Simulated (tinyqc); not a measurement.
FCI on RHF in the sto-3g basis, for OH-, spin multiplicity 1, step by step. The basis has no diffuse functions, so it cannot describe the extra electron: this is an exercise in the method, not the real anion. Computed by tinyqc, a small Python program that keeps every step (integrals from PySCF). Settings: charge = -1, multiplicity = 1, basis = sto-3g, method = RHF, energy threshold = 1e-10, iteration cap = 67, orthogonalisation = canonical, start = core, DIIS depth = 6, ci = FCI. Command: `OMP_NUM_THREADS=1 python tinyqc.py 24023 24024 out.jsonl` (the two numbers bound the seeds that draw the settings). One thread of a shared host (Intel(R) Xeon(R) Processor @ 2.60GHz), about 0.1 s of CPU time with the checks. The early iterations of the SCF are left out here.

## One-electron integrals

Geometry (angstrom):
```
atom         x         y         z
O     0.000000  0.000000  0.000000
H     0.000000  0.000000  1.399000
```

Basis sto-3g: exponents (1/bohr^2) and contraction coefficients of normalised primitives:
```
element  l (shell)    exponent  coefficient
O            s (1)  130.709320     0.154329
O            s (1)   23.808861     0.535328
O            s (1)    6.443608     0.444635
O            s (2)    5.033151    -0.099967
O            s (2)    1.169596     0.399513
O            s (2)    0.380389     0.700115
O            p (3)    5.033151     0.155916
O            p (3)    1.169596     0.607684
O            p (3)    0.380389     0.391957
H            s (1)    3.425251     0.154329
H            s (1)    0.623914     0.535328
H            s (1)    0.168855     0.444635
```

Overlap, kinetic and nuclear-attraction integrals over the contracted functions; the nuclear repulsion is the sum of Za Zb / Rab.

nuclear repulsion = 3.02603123 hartree

overlap S:
```
           1O 1s     1O 2s    1O 2px    1O 2py    1O 2pz     2H 1s
1O 1s   1.000000  0.236704  0.000000  0.000000  0.000000  0.019231
1O 2s   0.236704  1.000000  0.000000  0.000000  0.000000  0.237543
1O 2px  0.000000  0.000000  1.000000  0.000000  0.000000  0.000000
1O 2py  0.000000  0.000000  0.000000  1.000000  0.000000  0.000000
1O 2pz  0.000000  0.000000  0.000000  0.000000  1.000000  0.230101
2H 1s   0.019231  0.237543  0.000000  0.000000  0.230101  1.000000
```

kinetic energy T (hartree):
```
            1O 1s      1O 2s    1O 2px    1O 2py    1O 2pz      2H 1s
1O 1s   29.003200  -0.168011  0.000000  0.000000  0.000000  -0.006118
1O 2s   -0.168011   0.808128  0.000000  0.000000  0.000000   0.004009
1O 2px   0.000000   0.000000  2.528731  0.000000  0.000000   0.000000
1O 2py   0.000000   0.000000  0.000000  2.528731  0.000000   0.000000
1O 2pz   0.000000   0.000000  0.000000  0.000000  2.528731   0.059687
2H 1s   -0.006118   0.004009  0.000000  0.000000  0.059687   0.760032
```

nuclear attraction V (hartree):
```
             1O 1s      1O 2s     1O 2px     1O 2py     1O 2pz      2H 1s
1O 1s   -60.996709  -7.272614   0.000000   0.000000  -0.007267  -0.604012
1O 2s    -7.272614  -9.429966   0.000000   0.000000  -0.091292  -1.583040
1O 2px    0.000000   0.000000  -9.341642   0.000000   0.000000   0.000000
1O 2py    0.000000   0.000000   0.000000  -9.341642   0.000000   0.000000
1O 2pz   -0.007267  -0.091292   0.000000   0.000000  -9.388897  -1.329136
2H 1s    -0.604012  -1.583040   0.000000   0.000000  -1.329136  -4.233860
```

core Hamiltonian H = T + V (hartree):
```
             1O 1s      1O 2s     1O 2px     1O 2py     1O 2pz      2H 1s
1O 1s   -31.993509  -7.440625   0.000000   0.000000  -0.007267  -0.610130
1O 2s    -7.440625  -8.621838   0.000000   0.000000  -0.091292  -1.579031
1O 2px    0.000000   0.000000  -6.812911   0.000000   0.000000   0.000000
1O 2py    0.000000   0.000000   0.000000  -6.812911   0.000000   0.000000
1O 2pz   -0.007267  -0.091292   0.000000   0.000000  -6.860166  -1.269449
2H 1s    -0.610130  -1.579031   0.000000   0.000000  -1.269449  -3.473828
```

## Two-electron integrals

Functions are numbered as in S; the eight-fold symmetry (ij|kl) = (ji|kl) = (kl|ij) leaves the list below.

Two-electron integrals (ij|kl) in chemists' order, unique and non-zero (hartree):
```
(11|11) 4.785065   (21|11) 0.741380   (21|21) 0.136873   (22|11) 1.118947
(22|21) 0.256633   (22|22) 0.817206   (31|31) 0.024477   (32|31) 0.037809
(32|32) 0.180518   (33|11) 1.115814   (33|21) 0.256684   (33|22) 0.817023
(33|33) 0.880159   (41|41) 0.024477   (42|41) 0.037809   (42|42) 0.180518
(43|43) 0.047444   (44|11) 1.115814   (44|21) 0.256684   (44|22) 0.817023
(44|33) 0.785270   (44|44) 0.880159   (51|51) 0.024477   (52|51) 0.037809
(52|52) 0.180518   (53|53) 0.047444   (54|54) 0.047444   (55|11) 1.115814
(55|21) 0.256684   (55|22) 0.817023   (55|33) 0.785270   (55|44) 0.785270
(55|55) 0.880159   (61|11) 0.060862   (61|21) 0.011155   (61|22) 0.020830
(61|33) 0.020794   (61|44) 0.020794   (61|51) 0.000476   (61|52) 0.000907
(61|55) 0.020904   (61|61) 0.000919   (62|11) 0.178018   (62|21) 0.041474
(62|22) 0.150246   (62|33) 0.147563   (62|44) 0.147563   (62|51) 0.003054
(62|52) 0.025456   (62|55) 0.155458   (62|61) 0.003449   (62|62) 0.037168
(63|31) 0.003953   (63|32) 0.024390   (63|53) 0.005010   (63|63) 0.004800
(64|41) 0.003953   (64|42) 0.024390   (64|54) 0.005010   (64|64) 0.004800
(65|11) 0.141851   (65|21) 0.033431   (65|22) 0.129481   (65|33) 0.123980
(65|44) 0.123980   (65|51) 0.006038   (65|52) 0.044439   (65|55) 0.140334
(65|61) 0.002873   (65|62) 0.039059   (65|65) 0.045443   (66|11) 0.375813
(66|21) 0.088899   (66|22) 0.371289   (66|33) 0.358991   (66|44) 0.358991
(66|51) 0.006924   (66|52) 0.082380   (66|55) 0.395553   (66|61) 0.007413
(66|62) 0.126976   (66|65) 0.153162   (66|66) 0.774606
```

## Orthogonalisation

S = U s U^T; canonical form X = U s^(-1/2), so that X^T S X = 1. Each column of U has its largest component positive (the first on a tie).

eigenvalues of S: 0.627776  0.848028  1.000000  1.000000  1.134610  1.389587

X:
```
                1          2         3          4          5         6
1O 1s   -0.451033   0.672542  0.000000   0.000000  -0.540670  0.336177
1O 2s    0.770888  -0.398036  0.000000   0.000000  -0.335782  0.512266
1O 2px   0.000000   0.000000  0.245951   0.969282   0.000000  0.000000
1O 2py   0.000000   0.000000  0.969282  -0.245951   0.000000  0.000000
1O 2pz   0.468902   0.629133  0.000000   0.000000   0.595691  0.298362
2H 1s   -0.758523  -0.415515  0.000000   0.000000   0.348481  0.505161
```

Within a degenerate level the vectors are fixed only up to a rotation; this is one choice.

## Starting guess

The start is the orbitals of the core Hamiltonian; D = 2 C_occ C_occ^T.

D at the start:
```
            1O 1s      1O 2s    1O 2px    1O 2py     1O 2pz      2H 1s
1O 1s    2.121149  -0.515007  0.000000  0.000000  -0.013668   0.040730
1O 2s   -0.515007   2.188533  0.000000  0.000000   0.073897  -0.169233
1O 2px   0.000000   0.000000  2.000000  0.000000   0.000000   0.000000
1O 2py   0.000000   0.000000  0.000000  2.000000   0.000000   0.000000
1O 2pz  -0.013668   0.073897  0.000000  0.000000   2.075944  -0.208319
2H 1s    0.040730  -0.169233  0.000000  0.000000  -0.208319   0.032884
```

## Iteration 8 (converged): orbitals

converged F (hartree):
```
             1O 1s      1O 2s    1O 2px    1O 2py     1O 2pz      2H 1s
1O 1s   -19.543734  -5.003085  0.000000  0.000000  -0.012471  -0.415963
1O 2s    -5.003085  -1.833815  0.000000  0.000000   0.028387  -0.347710
1O 2px    0.000000   0.000000  0.155074  0.000000   0.000000   0.000000
1O 2py    0.000000   0.000000  0.000000  0.155074   0.000000   0.000000
1O 2pz   -0.012471   0.028387  0.000000  0.000000   0.563853  -0.230202
2H 1s    -0.415963  -0.347710  0.000000  0.000000  -0.230202   0.131511
```

Diagonalise F' = X^T F X, C = X C', fill 5 alpha and 5 beta electrons from the bottom; D = 2 C_occ C_occ^T. Each column has its largest component positive (the first on a tie).

F' = X^T F X (hartree):
```
           1          2         3         4          5          6
1  -1.075257   3.510199  0.000000  0.000000  -3.046663   2.338233
2   3.510199  -5.992859  0.000000  0.000000   6.908675  -5.004021
3   0.000000   0.000000  0.155074  0.000000   0.000000   0.000000
4   0.000000   0.000000  0.000000  0.155074   0.000000   0.000000
5  -3.046663   6.908675  0.000000  0.000000  -7.381183   5.915446
6   2.338233  -5.004021  0.000000  0.000000   5.915446  -4.713841
```

orbital energies (hartree): MO1 -19.551843, MO2 -0.600631, MO3 0.097810, MO4 0.155074, MO5 0.155074, MO6 0.891524

coefficients C:
```
              MO1        MO2        MO3       MO4        MO5        MO6
1O 1s    0.994688  -0.256349   0.061146  0.000000   0.000000  -0.047150
1O 2s    0.021783   0.987973  -0.307017  0.000000   0.000000   0.238836
1O 2px   0.000000   0.000000   0.000000  0.124171   0.992261   0.000000
1O 2py   0.000000   0.000000   0.000000  0.992261  -0.124171   0.000000
1O 2pz   0.001223  -0.016320   0.456942  0.000000   0.000000   0.922216
2H 1s   -0.003001   0.133029   0.805186  0.000000   0.000000  -0.677204
```

D after iteration 8:
```
            1O 1s      1O 2s    1O 2px    1O 2py     1O 2pz      2H 1s
1O 1s    2.117717  -0.500743  0.000000  0.000000   0.066680   0.024295
1O 2s   -0.500743   2.141650  0.000000  0.000000  -0.312772  -0.231685
1O 2px   0.000000   0.000000  2.000000  0.000000   0.000000   0.000000
1O 2py   0.000000   0.000000  0.000000  2.000000   0.000000   0.000000
1O 2pz   0.066680  -0.312772  0.000000  0.000000   0.418127   0.731497
2H 1s    0.024295  -0.231685  0.000000  0.000000   0.731497   1.332061
```

Within a degenerate level the vectors are fixed only up to a rotation; this is one choice.

## Convergence

Stop when the energy changes by less than 1e-10 hartree and every element of the error matrix X^T (F D S - S D F) X is below 3e-06.

Course of the cycle:
```
iteration   E (hartree)     change  largest element of the error matrix
1          -72.92584615          -                             3.87e-01
2          -73.92488976  -9.99e-01                             2.66e-01
3          -74.01087137  -8.60e-02                             1.01e-01
4          -74.02492486  -1.41e-02                             4.70e-03
5          -74.02495101  -2.62e-05                             4.36e-04
6          -74.02495124  -2.27e-07                             1.85e-05
7          -74.02495124  -5.72e-10                             1.78e-06
8          -74.02495124  -5.85e-12                             1.56e-10
```

PySCF RHF in the same basis = -74.02495124 hartree

Converged in 8 iterations.

## Populations, bond orders and dipole

Mulliken: Z minus the diagonal of D S on the atom; Loewdin: the same with S^(1/2) D S^(1/2); Mayer order: 2 sum_s sum (D(s) S)_ij (D(s) S)_ji over the two atoms.

Charges (e):
```
atom   Mulliken    Loewdin
1O    -0.554189  -0.564380
2H    -0.445811  -0.435620
```

Mayer bond orders:
```
pair     order
2-1   0.801252
```

dipole moment about the origin, x y z (debye): 0.000000  0.000000  -2.443063

## Integrals over molecular orbitals

(pq|rs) = sum C_ip C_jq C_kr C_ls (ij|kl), one index at a time.

one-electron integrals over orbitals h = C^T H C (hartree):
```
            1          2          3          4          5          6
1  -31.977274   0.622050  -0.142689   0.000000   0.000000   0.112178
2    0.622050  -7.177586   0.588721   0.000000   0.000000  -0.549452
3   -0.142689   0.588721  -4.525784   0.000000   0.000000  -1.606311
4    0.000000   0.000000   0.000000  -6.812911   0.000000   0.000000
5    0.000000   0.000000   0.000000   0.000000  -6.812911   0.000000
6    0.112178  -0.549452  -1.606311   0.000000   0.000000  -5.805067
```

Two-electron integrals over orbitals (pq|rs), unique and non-zero (hartree):
```
(11|11) 4.748337    (21|11) -0.460836   (21|21) 0.070165    (22|11) 1.079348
(22|21) -0.020036   (22|22) 0.759369    (31|11) 0.109164    (31|21) -0.016836
(31|22) 0.004865    (31|31) 0.009782    (32|11) -0.150082   (32|21) 0.004665
(32|22) -0.070915   (32|31) 0.008337    (32|32) 0.091710    (33|11) 0.594362
(33|21) -0.004322   (33|22) 0.506882    (33|31) 0.000275    (33|32) 0.037262
(33|33) 0.609761    (41|41) 0.025915    (42|41) 0.035110    (42|42) 0.164877
(43|41) -0.007586   (43|42) -0.031858   (43|43) 0.020723    (44|11) 1.115363
(44|21) -0.013494   (44|22) 0.784189    (44|31) 0.003253    (44|32) -0.083864
(44|33) 0.488571    (44|44) 0.880159    (51|51) 0.025915    (52|51) 0.035110
(52|52) 0.164877    (53|51) -0.007586   (53|52) -0.031858   (53|53) 0.020723
(54|54) 0.047444    (55|11) 1.115363    (55|21) -0.013494   (55|22) 0.784189
(55|31) 0.003253    (55|32) -0.083864   (55|33) 0.488571    (55|44) 0.785270
(55|55) 0.880159    (61|11) -0.084879   (61|21) 0.012685    (61|22) -0.003831
(61|31) 0.008054    (61|32) 0.018716    (61|33) -0.001845   (61|44) -0.002482
(61|55) -0.002482   (61|61) 0.023760    (62|11) 0.106932    (62|21) -0.003756
(62|22) 0.054221    (62|31) 0.015131    (62|32) 0.064317    (62|33) 0.005452
(62|44) 0.060461    (62|55) 0.060461    (62|61) 0.026022    (62|62) 0.117783
(63|11) 0.318672    (63|21) -0.004848   (63|22) 0.181334    (63|31) -0.001703
(63|32) -0.088217   (63|33) -0.050182   (63|44) 0.190606    (63|55) 0.190606
(63|61) -0.007027   (63|62) 0.007903    (63|63) 0.187193    (64|41) 0.005740
(64|42) 0.023457    (64|43) 0.016785    (64|64) 0.038157    (65|51) 0.005740
(65|52) 0.023457    (65|53) 0.016785    (65|65) 0.038157    (66|11) 0.947846
(66|21) -0.011810   (66|22) 0.679755    (66|31) 0.007678    (66|32) -0.009480
(66|33) 0.574152    (66|44) 0.674534    (66|55) 0.674534    (66|61) 0.007125
(66|62) 0.066539    (66|63) 0.099998    (66|66) 0.702057
```

## FCI: determinants and Hamiltonian

Hartree-Fock energy = -74.02495124 hartree

Slater-Condon rules over spin orbitals, with the nuclear repulsion added and E(HF) subtracted on the diagonal. Only determinants linked to the reference directly or through others are kept (one block of an abelian symmetry group), so some states are absent.

Occupation strings over the orbitals (2 doubly, a alpha, b beta, 0 empty; spin orbitals ordered 1a 1b 2a 2b ...): 222220 22a22b 2a222b a2222b 22b22a 2b222a b2222a 222202 222022 220222 2ab222 a2b222 2ba222 202222 ab2222 b2a222 ba2222 022222

H - E(HF) between determinants (hartree):
```
           222220     22a22b     2a222b     a2222b     22b22a     2b222a     b2222a     222202
222220   0.000000   0.000000   0.000000   0.000000   0.000000   0.000000   0.000000   0.038157
22a22b   0.000000   0.406755   0.017383  -0.014705  -0.187193  -0.007903   0.007027  -0.016785
2a222b   0.000000   0.017383   0.930184   0.037832  -0.007903  -0.117783  -0.026022  -0.023457
a2222b   0.000000  -0.014705   0.037832  19.519282   0.007027  -0.026022  -0.023760  -0.005740
22b22a   0.000000  -0.187193  -0.007903   0.007027   0.406755   0.017383  -0.014705   0.016785
2b222a   0.000000  -0.007903  -0.117783  -0.026022   0.017383   0.930184   0.037832   0.023457
b2222a   0.000000   0.007027  -0.026022  -0.023760  -0.014705   0.037832  19.519282   0.005740
222202   0.038157  -0.016785  -0.023457  -0.005740   0.016785   0.023457   0.005740   0.433294
222022   0.038157  -0.016785  -0.023457  -0.005740   0.016785   0.023457   0.005740   0.047444
220222   0.187193   0.150180   0.088217   0.001703  -0.150180  -0.088217  -0.001703   0.020723
2ab222  -0.007903  -0.088217   0.081336  -0.004848   0.061087  -0.064317  -0.015131   0.031858
a2b222   0.007027  -0.001703  -0.004848   0.218674   0.008969  -0.018716  -0.008054   0.007586
2ba222   0.007903   0.061087  -0.064317  -0.015131  -0.088217   0.081336  -0.004848  -0.031858
202222   0.117783  -0.064317   0.012318   0.003756   0.064317  -0.012318  -0.003756   0.164877
ab2222  -0.026022   0.015131  -0.003756   0.040393  -0.018716   0.010955  -0.012685  -0.035110
b2a222  -0.007027   0.008969  -0.018716  -0.008054  -0.001703  -0.004848   0.218674  -0.007586
ba2222   0.026022  -0.018716   0.010955  -0.012685   0.015131  -0.003756   0.040393   0.035110
022222   0.023760  -0.008054  -0.012685   0.092004   0.008054   0.012685  -0.092004   0.025915

           222022     220222     2ab222     a2b222     2ba222     202222     ab2222     b2a222
222220   0.038157   0.187193  -0.007903   0.007027   0.007903   0.117783  -0.026022  -0.007027
22a22b  -0.016785   0.150180  -0.088217  -0.001703   0.061087  -0.064317   0.015131   0.008969
2a222b  -0.023457   0.088217   0.081336  -0.004848  -0.064317   0.012318  -0.003756  -0.018716
a2222b  -0.005740   0.001703  -0.004848   0.218674  -0.015131   0.003756   0.040393  -0.008054
22b22a   0.016785  -0.150180   0.061087   0.008969  -0.088217   0.064317  -0.018716  -0.001703
2b222a   0.023457  -0.088217  -0.064317  -0.018716   0.081336  -0.012318   0.010955  -0.004848
b2222a   0.005740  -0.001703  -0.015131  -0.008054  -0.004848  -0.003756  -0.012685   0.218674
222202   0.047444   0.020723   0.031858   0.007586  -0.031858   0.164877  -0.035110  -0.007586
222022   0.433294   0.020723   0.031858   0.007586  -0.031858   0.164877  -0.035110  -0.007586
220222   0.020723   0.977025  -0.064126   0.022108   0.064126   0.091710  -0.008337  -0.022108
2ab222   0.031858  -0.064126   1.291972   0.045319  -0.091710   0.044052   0.004665  -0.008337
a2b222   0.007586   0.022108   0.045319  19.700459  -0.008337  -0.004665  -0.123218  -0.009782
2ba222  -0.031858   0.064126  -0.091710  -0.008337   1.291972  -0.044052   0.017518   0.045319
202222   0.164877   0.091710   0.044052  -0.004665  -0.044052   1.962284  -0.029606   0.004665
ab2222  -0.035110  -0.008337   0.004665  -0.123218   0.017518  -0.029606  20.603270   0.016836
b2a222  -0.007586  -0.022108  -0.008337  -0.009782   0.045319   0.004665   0.016836  19.700459
ba2222   0.035110   0.008337   0.017518   0.016836   0.004665   0.029606  -0.070165  -0.123218
022222   0.025915   0.009782   0.016836  -0.086781  -0.016836   0.070165   0.411194   0.086781

           ba2222     022222
222220   0.026022   0.023760
22a22b  -0.018716  -0.008054
2a222b   0.010955  -0.012685
a2222b  -0.012685   0.092004
22b22a   0.015131   0.008054
2b222a  -0.003756   0.012685
b2222a   0.040393  -0.092004
222202   0.035110   0.025915
222022   0.035110   0.025915
220222   0.008337   0.009782
2ab222   0.017518   0.016836
a2b222   0.016836  -0.086781
2ba222   0.004665  -0.016836
202222   0.029606   0.070165
ab2222  -0.070165   0.411194
b2a222  -0.123218   0.086781
ba2222  20.603270  -0.411194
022222  -0.411194  42.593266
```

## FCI: roots

Diagonalise (each vector has its largest component positive (the first on a tie)); all determinants have Ms = 0, so triplets appear too. The lowest singlet root is the correlation energy.

lowest roots of this matrix, relative to E(HF) (hartree): -0.044257  0.218638  0.385850  0.427765  0.494234  0.811803  0.874035  1.194376

lowest vectors:
```
           root 1     root 2     root 3     root 4
222220   0.977701   0.000000   0.000000   0.006998
22a22b   0.037635   0.706731   0.000000   0.215572
2a222b   0.012154  -0.011870   0.000000   0.075118
a2222b  -0.000004   0.000313   0.000000   0.000438
22b22a  -0.037635   0.706731   0.000000  -0.215572
2b222a  -0.012154  -0.011870   0.000000  -0.075118
b2222a   0.000004   0.000313   0.000000  -0.000438
222202  -0.048264   0.000000   0.707107   0.651475
222022  -0.048264   0.000000  -0.707107   0.651475
220222  -0.186521   0.000000   0.000000  -0.181507
2ab222   0.003096   0.019754   0.000000  -0.028160
a2b222  -0.000103  -0.000318   0.000000  -0.000185
2ba222  -0.003096   0.019754   0.000000   0.028160
202222  -0.038767   0.000000   0.000000  -0.111120
ab2222   0.000890   0.000105   0.000000   0.001715
b2a222   0.000103  -0.000318   0.000000   0.000185
ba2222  -0.000890   0.000105   0.000000  -0.001715
022222  -0.000378   0.000000   0.000000  -0.000464
```

<S^2> of these roots: 0.000000  2.000000  0.000000  0.000000  0.000000  2.000000  0.000000  0.000000

weight of the ground state by excitation level 0, 1, 2, ...: 0.955899  0.003128  0.040973
